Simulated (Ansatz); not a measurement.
Reaction (SMILES): O (H2O) → [OH] (OH) + H atom
B3LYP-D3(BJ)/def2-TZVP geometries, fixed; electronic energies without zero-point terms.
Largest species:
```
O
H 1 0.9627
H 1 0.9627 2 105.24
```

Basis-set convergence of the bond dissociation energy at wB97M-V with Ansatz (a quantum-chemistry and plane-wave program). All functions are spherical. The program fits the integrals of some runs and decomposes those of others, by size. Open shells are unrestricted. The functional holds VV10 correlation; no added dispersion term, no relativity. Functions are those of the species that has most. Reference: the value in aug-cc-pV5Z, 124.47 kcal/mol, itself unsure by roughly 0.03 kcal/mol (its mean distance from pcseg-4, aug-pcseg-3, aug-cc-pVQZ). Deviations are taken from unrounded values.

```tsv
basis	functions	bond dissociation energy (kcal/mol)	minus reference (kcal/mol)
pcseg-0	13	108.56	-15.91
pcseg-1	24	120.62	-3.84
aug-pcseg-1	41	123.54	-0.93
pcseg-2	58	124.11	-0.35
aug-pcseg-2	92	124.53	0.06
pcseg-3	126	124.50	0.03
aug-pcseg-3	183	124.52	0.05
pcseg-4	223	124.48	0.01
```

The smallest set listed that lies within 2 kcal/mol of the reference with all its larger relatives (same family, alike in diffuse functions; a set with none counts only in the reference's own line) is aug-pcseg-1 (41 functions, -0.93 kcal/mol off).
